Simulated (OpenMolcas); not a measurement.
**AlH⁺ at 1.632 Å: OpenMolcas input and output**

Input (each module block was a call of its own in one work directory; start orbitals came from a preliminary run):

```
&GATEWAY
Coord
2
angstrom
Al 0.0 0.0 0.0
H 0.0 0.0 1.6320
Basis=ANO-RCC-VTZP
Group=XY
RX2C
AMFI
ANGMom
0.0 0.0 0.0
RICD
&SEWARD
&GUESSORB
* RASSCF and CASPT2 blocks for each multiplicity and irrep, as for the first:
&RASSCF
FileOrb=$CurrDir/o21.orb
Symmetry=1
Spin=2
nActEl=3 0 0
Inactive=3 2
RAS2=3 2
CIRoot=3 3 1
Linear
Iterations=120 100
OrbListing=Nothing
PRWF=0.15
>>COPY $Project.RasOrb $CurrDir/o21.orb
>>COPY $Project.rasscf.h5 $CurrDir/r21.h5
&CASPT2
XMultistate=all
Imaginary=0.2
IPEA=0.25
MaxIter=40
>>COPY $Project.JobMix JOB001
&RASSI
Nr of JobIphs=4 3 4 2 1
1 2 3
1 2 3 4
1 2
1
SpinOrbit
EJob
Omega
MEES
MESO
Properties=4
'AngMom' 3 'Mltpl  1' 1 'Mltpl  1' 2 'Mltpl  1' 3
Thrs=1.0d-4
>>COPY $Project.rassi.h5 $CurrDir/so.h5
```

```bash
pymolcas m.inp
```

C2 symmetry about the axis (a holds Σ, Δ, Γ; b holds Π, Φ, H; Σ⁺ and Σ⁻ are not told apart); roots by multiplicity and irrep: 2a 3, 2b 4, 4b 2, 4a 1.

RASSI part of the output, in excerpt:

```
SPIN-FREE ENERGIES:
  (Shifted by EMIN (a.u.) =       -242.8447772835)
 SF State       Relative EMIN(au)   Rel lowest level(eV)    D:o, cm**(-1)      Abs_M
     1             0.0000000000        0.0000000000              0.0000         0.0
     4             0.1271458928        3.4598159989          27905.2980         1.0
     5             0.1271458974        3.4598161250          27905.2990         1.0
     2             0.1675743267        4.5599297285          36778.3136         0.0
     8             0.2193110295        5.9677571328          48133.2074         1.0
     9             0.2193110312        5.9677571780          48133.2077         1.0
     3             0.2999484774        8.1620138730          65831.0815         0.0
     6             0.3044821754        8.2853820806          66826.1132         1.0
     7             0.3044821833        8.2853822948          66826.1149         1.0
    10             0.3566625202        9.7052815968          78278.3751         0.0
++ Dipole transition strengths (spin-free states):
     for osc. strength at least  1.00000000E-05
      From   To        Osc. strength     Einstein coefficients Ax, Ay, Az (sec-1)    Total A (sec-1)
         1    4       1.88691556E-02  2.28264206E+01  9.80092371E+06  0.00000000E+00  9.80094654E+06
         1    5       1.88691537E-02  9.80092342E+06  2.28271888E+01  0.00000000E+00  9.80094625E+06
         1    2       2.82004672E-02  0.00000000E+00  0.00000000E+00  2.54438105E+07  2.54438105E+07
         1    3       6.38458520E-01  0.00000000E+00  0.00000000E+00  1.84559707E+09  1.84559707E+09
         1    6       3.35397006E-01  3.64355671E+06  9.95421599E+08  0.00000000E+00  9.99065156E+08
         1    7       3.35397123E-01  9.95421998E+08  3.64355626E+06  0.00000000E+00  9.99065555E+08
         4    2       6.40515357E-04  8.42914622E-02  3.36366842E+04  0.00000000E+00  3.36367685E+04
         4    3       1.79983895E-02  3.54976193E+01  1.72680820E+07  0.00000000E+00  1.72681175E+07
         4    6       4.02910919E-05  0.00000000E+00  0.00000000E+00  4.07113141E+04  4.07113141E+04
         5    2       6.40515682E-04  3.36366935E+04  8.42992630E-02  0.00000000E+00  3.36367778E+04
         5    3       1.79983526E-02  1.72680458E+07  3.54959012E+01  0.00000000E+00  1.72680813E+07
         5    7       4.02918720E-05  0.00000000E+00  0.00000000E+00  4.07121038E+04  4.07121038E+04
         2    3       3.73728098E-03  0.00000000E+00  0.00000000E+00  2.10413213E+06  2.10413213E+06
         2    6       5.44906130E-02  1.19696501E+05  3.26965775E+07  0.00000000E+00  3.28162740E+07
         2    7       5.44907001E-02  3.26966339E+07  1.19696305E+05  0.00000000E+00  3.28163302E+07
         8   10       2.00181406E-02  2.39373599E+02  1.21336875E+07  0.00000000E+00  1.21339268E+07
         9   10       2.00181394E-02  1.21336865E+07  2.39373598E+02  0.00000000E+00  1.21339258E+07
         3    6       4.60635195E-04  1.11070647E+00  3.03099077E+02  0.00000000E+00  3.04209783E+02
         3    7       4.60637595E-04  3.03101718E+02  1.11070692E+00  0.00000000E+00  3.04212425E+02
 Electric-quadrupole - electric-quadrupole not included
 Electric-dipole - electric-octupole not included
 Electric-dipole - magnetic-quadrupole not included
   Eigenvalues of complex Hamiltonian:
  (Shifted by EMIN (a.u.) =       -242.8447772835)
 SO State       Relative EMIN(au)   Rel lowest level(eV)    D:o, cm**(-1)      Omega
     1            -0.0000003545        0.0000000000              0.0000         0.5
     2            -0.0000003545        0.0000000000              0.0000         0.5
     3             0.1269668950        3.4549548661          27866.0903         0.5
     4             0.1269668950        3.4549548661          27866.0903         0.5
     5             0.1273248827        3.4646962064          27944.6595         1.5
     6             0.1273248827        3.4646962064          27944.6595         1.5
     7             0.1675738652        4.5599268164          36778.2901         0.5
     8             0.1675738652        4.5599268164          36778.2901         0.5
     9             0.2190908151        5.9617744370          48084.9537         0.5
    10             0.2190908151        5.9617744370          48084.9537         0.5
    11             0.2192370782        5.9657544599          48117.0547         0.5
    12             0.2192370782        5.9657544599          48117.0547         0.5
    13             0.2193839265        5.9697504064          48149.2842         1.5
    14             0.2193839265        5.9697504064          48149.2842         1.5
    15             0.2195313679        5.9737624906          48181.6438         2.5
    16             0.2195313679        5.9737624906          48181.6438         2.5
    17             0.2999487891        8.1620320000          65831.2277         0.5
    18             0.2999487891        8.1620320000          65831.2277         0.5
    19             0.3044287368        8.2839375883          66814.4626         1.5
    20             0.3044287368        8.2839375883          66814.4626         1.5
    21             0.3045357500        8.2868495633          66837.9493         0.5
    22             0.3045357500        8.2868495633          66837.9493         0.5
    23             0.3566630854        9.7053066233          78278.5770         0.5
    24             0.3566630854        9.7053066233          78278.5770         0.5
    25             0.3566632776        9.7053118515          78278.6192         1.5
    26             0.3566632776        9.7053118515          78278.6192         1.5
 Weights of the five most important spin-orbit-free states for each spin-orbit state.
 SO State  Total energy (au)           Spin-free states, spin, and weights
    1        -0.000000       1 0.5  1.0000    4 0.5  0.0000    5 0.5  0.0000    8 1.5  0.0000    9 1.5  0.0000
    2        -0.000000       1 0.5  1.0000    4 0.5  0.0000    5 0.5  0.0000    8 1.5  0.0000    9 1.5  0.0000
    3         0.126967       4 0.5  0.5000    5 0.5  0.5000    2 0.5  0.0000    1 0.5  0.0000    3 0.5  0.0000
    4         0.126967       4 0.5  0.5000    5 0.5  0.5000    2 0.5  0.0000    1 0.5  0.0000    3 0.5  0.0000
    5         0.127325       5 0.5  0.5000    4 0.5  0.5000    8 1.5  0.0000    9 1.5  0.0000   10 1.5  0.0000
    6         0.127325       5 0.5  0.5000    4 0.5  0.5000    8 1.5  0.0000    9 1.5  0.0000   10 1.5  0.0000
    7         0.167574       2 0.5  1.0000    9 1.5  0.0000    8 1.5  0.0000    5 0.5  0.0000    4 0.5  0.0000
    8         0.167574       2 0.5  1.0000    9 1.5  0.0000    8 1.5  0.0000    5 0.5  0.0000    4 0.5  0.0000
    9         0.219091       8 1.5  0.5000    9 1.5  0.5000    2 0.5  0.0000    3 0.5  0.0000   10 1.5  0.0000
   10         0.219091       8 1.5  0.5000    9 1.5  0.5000    2 0.5  0.0000    3 0.5  0.0000   10 1.5  0.0000
   11         0.219237       8 1.5  0.5000    9 1.5  0.5000    2 0.5  0.0000    7 0.5  0.0000    6 0.5  0.0000
   12         0.219237       8 1.5  0.5000    9 1.5  0.5000    2 0.5  0.0000    7 0.5  0.0000    6 0.5  0.0000
   13         0.219384       9 1.5  0.5000    8 1.5  0.5000    6 0.5  0.0000    7 0.5  0.0000   10 1.5  0.0000
   14         0.219384       9 1.5  0.5000    8 1.5  0.5000    6 0.5  0.0000    7 0.5  0.0000   10 1.5  0.0000
   15         0.219531       9 1.5  0.5000    8 1.5  0.5000    2 0.5  0.0000    3 0.5  0.0000   10 1.5  0.0000
   16         0.219531       9 1.5  0.5000    8 1.5  0.5000    2 0.5  0.0000    3 0.5  0.0000   10 1.5  0.0000
   17         0.299949       3 0.5  1.0000    7 0.5  0.0000    6 0.5  0.0000    9 1.5  0.0000    8 1.5  0.0000
   18         0.299949       3 0.5  1.0000    7 0.5  0.0000    6 0.5  0.0000    9 1.5  0.0000    8 1.5  0.0000
   19         0.304429       6 0.5  0.5000    7 0.5  0.5000   10 1.5  0.0000    9 1.5  0.0000    8 1.5  0.0000
   20         0.304429       6 0.5  0.5000    7 0.5  0.5000   10 1.5  0.0000    9 1.5  0.0000    8 1.5  0.0000
   21         0.304536       7 0.5  0.5000    6 0.5  0.5000    3 0.5  0.0000   10 1.5  0.0000    8 1.5  0.0000
   22         0.304536       7 0.5  0.5000    6 0.5  0.5000    3 0.5  0.0000   10 1.5  0.0000    8 1.5  0.0000
   23         0.356663      10 1.5  1.0000    7 0.5  0.0000    6 0.5  0.0000    8 1.5  0.0000    9 1.5  0.0000
   24         0.356663      10 1.5  1.0000    7 0.5  0.0000    6 0.5  0.0000    8 1.5  0.0000    9 1.5  0.0000
   25         0.356663      10 1.5  1.0000    7 0.5  0.0000    6 0.5  0.0000    8 1.5  0.0000    9 1.5  0.0000
   26         0.356663      10 1.5  1.0000    7 0.5  0.0000    6 0.5  0.0000    8 1.5  0.0000    9 1.5  0.0000
++ Dipole transition strengths (SO states):
        for osc. strength at least   1.00000000E-05
      From   To        Osc. strength     Einstein coefficients Ax, Ay, Az (sec-1)    Total A (sec-1)
         1    3       1.88658626E-02  4.88579602E+06  4.88592304E+06  0.00000000E+00  9.77171905E+06
         1    5       1.88722670E-02  4.91518134E+06  4.91505461E+06  0.00000000E+00  9.83023595E+06
         1    7       2.82006528E-02  0.00000000E+00  0.00000000E+00  2.54439455E+07  2.54439455E+07
         1   18       6.38449377E-01  0.00000000E+00  0.00000000E+00  1.84557884E+09  1.84557884E+09
         1   19       3.35387476E-01  4.99307848E+08  4.99380600E+08  0.00000000E+00  9.98688449E+08
         1   21       3.35392982E-01  4.99740124E+08  4.99666973E+08  0.00000000E+00  9.99407098E+08
         2    4       1.88658626E-02  4.88579602E+06  4.88592304E+06  0.00000000E+00  9.77171905E+06
         2    6       1.88722670E-02  4.91518134E+06  4.91505461E+06  0.00000000E+00  9.83023595E+06
         2    8       2.82006528E-02  0.00000000E+00  0.00000000E+00  2.54439455E+07  2.54439455E+07
         2   17       6.38449377E-01  0.00000000E+00  0.00000000E+00  1.84557884E+09  1.84557884E+09
         2   20       3.35387476E-01  4.99307848E+08  4.99380600E+08  0.00000000E+00  9.98688449E+08
         2   22       3.35392982E-01  4.99740124E+08  4.99666973E+08  0.00000000E+00  9.99407098E+08
         3    7       6.44782244E-04  1.70800704E+04  1.70805010E+04  0.00000000E+00  3.41605713E+04
         3   18       1.80095407E-02  8.65722607E+06  8.65746780E+06  0.00000000E+00  1.73146939E+07
         3   21       3.90648494E-05  0.00000000E+00  0.00000000E+00  3.95758841E+04  3.95758841E+04
         4    8       6.44782244E-04  1.70800704E+04  1.70805010E+04  0.00000000E+00  3.41605713E+04
         4   17       1.80095407E-02  8.65722607E+06  8.65746780E+06  0.00000000E+00  1.73146939E+07
         4   22       3.90648494E-05  0.00000000E+00  0.00000000E+00  3.95758841E+04  3.95758841E+04
         5    7       6.36193985E-04  1.65571670E+04  1.65567270E+04  0.00000000E+00  3.31138940E+04
         5   18       1.79875368E-02  8.61112006E+06  8.61091458E+06  0.00000000E+00  1.72220346E+07
         5   19       4.18770729E-05  0.00000000E+00  0.00000000E+00  4.22029905E+04  4.22029905E+04
         6    8       6.36193985E-04  1.65571670E+04  1.65567270E+04  0.00000000E+00  3.31138940E+04
         6   17       1.79875368E-02  8.61112006E+06  8.61091458E+06  0.00000000E+00  1.72220346E+07
         6   20       4.18770729E-05  0.00000000E+00  0.00000000E+00  4.22029905E+04  4.22029905E+04
         7   18       3.73723312E-03  0.00000000E+00  0.00000000E+00  2.10412976E+06  2.10412976E+06
         7   19       5.44739743E-02  1.63892507E+07  1.63916187E+07  0.00000000E+00  3.27808694E+07
         7   21       5.45064282E-02  1.64270701E+07  1.64246455E+07  0.00000000E+00  3.28517156E+07
         8   17       3.73723312E-03  0.00000000E+00  0.00000000E+00  2.10412976E+06  2.10412976E+06
         8   20       5.44739743E-02  1.63892507E+07  1.63916187E+07  0.00000000E+00  3.27808694E+07
         8   22       5.45064282E-02  1.64270701E+07  1.64246455E+07  0.00000000E+00  3.28517156E+07
         9   25       2.00500563E-02  6.09618109E+06  6.09622731E+06  0.00000000E+00  1.21924084E+07
        10   26       2.00500563E-02  6.09618109E+06  6.09622731E+06  0.00000000E+00  1.21924084E+07
        11   23       2.00287105E-02  6.07668627E+06  6.07682392E+06  0.00000000E+00  1.21535102E+07
        12   24       2.00287105E-02  6.07668627E+06  6.07682392E+06  0.00000000E+00  1.21535102E+07
        13   23       2.00073938E-02  6.05738985E+06  6.05725320E+06  0.00000000E+00  1.21146431E+07
        14   24       2.00073938E-02  6.05738985E+06  6.05725320E+06  0.00000000E+00  1.21146431E+07
        15   26       1.99858870E-02  6.03785930E+06  6.03781408E+06  0.00000000E+00  1.20756734E+07
        16   25       1.99858870E-02  6.03785930E+06  6.03781408E+06  0.00000000E+00  1.20756734E+07
        17   20       4.54948227E-04  1.46675573E+02  1.46696490E+02  0.00000000E+00  2.93372064E+02
        17   22       4.66255747E-04  1.57611394E+02  1.57587836E+02  0.00000000E+00  3.15199230E+02
        18   19       4.54948227E-04  1.46675573E+02  1.46696490E+02  0.00000000E+00  2.93372064E+02
        18   21       4.66255747E-04  1.57611394E+02  1.57587836E+02  0.00000000E+00  3.15199230E+02
 Electric-quadrupole - electric-quadrupole not included
 Electric-dipole - electric-octupole not included
 Electric-dipole - magnetic-quadrupole not included
```

Only roots inside an energy window near the equilibrium distance were included, so the list of states is not complete; labels number the states computed. Each spin and symmetry block has orbitals of its own, averaged over its own roots, so gaps between blocks are less sure than gaps within one and near the minimum can be off by tenths of an eV, in bad cases by more. No Rydberg orbitals are active, so Rydberg states, and σ→σ* states whose orbital the CASSCF left unused, can be missing between those listed.
